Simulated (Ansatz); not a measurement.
`O[SiH2][SiH3]` + `BS` → `BS[SiH3]` + silanol  (cleavage of the Si–Si bond)

Computed with Ansatz on PBE0-D4/def2-TZVP structures; ΔE is electronic, products minus reactants. CCSD(T)/CBS adds triple-zeta CCSD(T) − MP2 to the extrapolated MP2 energy (def2 sets, frozen cores). This one scheme is used for every species. Functionals use def2-TZVPP. HSE06 is defined as in plane-wave codes. One conformer a species, not always the lowest.

`O[SiH2][SiH3]`:

Cartesian coordinates in Å:
```
O 0.015 -1.769 1.078
Si -0.785 -0.636 0.177
Si 0.576 1.197 -0.371
H 0.802 -2.162 0.699
H -1.316 -1.225 -1.088
H -1.932 -0.204 1.013
H -0.179 2.155 -1.225
H 1.773 0.736 -1.132
H 1.046 1.908 0.848
```

`BS`:

Z-matrix (Å, degrees):
```
B
S 1 1.765
H 1 1.192 2 115.8
H 1 1.190 2 121.4 3 -180.0
H 2 1.344 1 99.2 3 180.0
```

`BS[SiH3]`:

Z-matrix (Å, degrees):
```
Si
S 1 2.156
H 1 1.482 2 109.9
H 1 1.483 2 107.0 3 -119.4
H 1 1.482 2 109.9 3 121.2
B 2 1.775 1 99.5 3 -60.7
H 6 1.192 2 116.9 1 180.0
H 6 1.195 2 121.4 1 0.0
```

`O[SiH3]`:

```xyz
6

O    -0.955   -0.721   -0.460
Si    0.354    0.176   -0.014
H    -1.680   -0.793    0.161
H    -0.017    1.594    0.251
H     1.299    0.108   -1.152
H     0.999   -0.365    1.213
```

```
   level  ΔE (kJ/mol)
HSE06-D4        -44.9
 r2SCAN0        -51.7
```

(1) What does CCSD(T)/CBS give? (Best estimate.)

Largest T1 diagnostic among the species: 0.015.

## Answers

(1) Ansatz gave: -55.4 kJ/mol. The listed levels differ from it by 10.5, 3.7 kJ/mol.

Leaving LDA and LC-ωPBE aside and taking each functional with its dispersion term where it has one, the values, not all of them listed here, spread over 16.5 kJ/mol, from BHLYP-D4 to PBE-D4. At CCSD(T), def2-SVP lies +7.3 kJ/mol from the extrapolated value and def2-TZVPP +2.4 kJ/mol.
